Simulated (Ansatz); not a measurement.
Geometry optimisation, RKS B3LYP-D4/def2-mTZVP (Ansatz).

input.yaml

```yaml
crystal:
  periodic: [false, false, false]
  atoms:
    - { symbol: "N", position_ang: [-0.5416, 0.8763, 0.39] }
    - { symbol: C, position_ang: [0.2961, 0.0563, -0.1462] }
    - { symbol: C, position_ang: [0.5889, -1.2196, -0.201] }
    - { symbol: F, position_ang: [-0.2398, -2.1473, 0.0207] }
    - { symbol: S, position_ang: [1.0209, -0.3322, -1.6324] }
    - { symbol: H, position_ang: [-1.15827, 0.538, 1.10812] }
    - { symbol: H, position_ang: [-1.11186, 1.41107, -0.32448] }
basis:
  gaussian: { orbitals: def2-mTZVP }
hamiltonian:
  xc: b3lyp
  dispersion: d4
relax:
  f_tol: 0.015
  max_steps: 40
output:
  orbitals: {}
```

Launched with:

```bash
$ ansatz run input.yaml --threads 2 --pin off --max-ram 3072MiB --backend cpu --events-out ev --progress --plain --runs-dir out
```

**Question.** Where does it end, and by what steps?

**Answer.** The run converged. After 16 steps the energy has fallen by 1.180 eV; C3 moved furthest, 0.43 Å.

```tsv
step	energy less start (eV)	largest force component (eV/Å)	accepted
0	0.0000	4.178	yes
1	-0.5901	2.435	yes
2	-0.8627	0.680	yes
3	-0.8947	1.665	yes
4	-0.9575	0.438	yes
5	-0.9946	0.443	yes
6	-0.9492	2.355	no
7	-1.0813	0.538	yes
8	-1.1291	0.668	yes
9	-1.0713	1.155	no
10	-1.1546	0.405	yes
11	-1.1712	0.312	yes
12	-1.1778	0.178	yes
13	-1.1793	0.078	yes
14	-1.1799	0.029	yes
15	-1.1802	0.033	yes
16	-1.1803	0.007	yes
```

```xyz
7
Properties=species:S:1:pos:R:3
N -0.709 0.776 0.220
C 0.119 -0.093 -0.335
C 0.691 -1.302 0.212
F -0.144 -2.341 0.013
S 0.941 -0.105 -1.782
H -1.127 0.592 1.122
H -0.918 1.654 -0.235
```

Run time: 34 s on 2 threads of Intel(R) Xeon(R) Platinum 8488C (Sapphire Rapids), with other jobs on the host, peak memory 0.22 GiB.
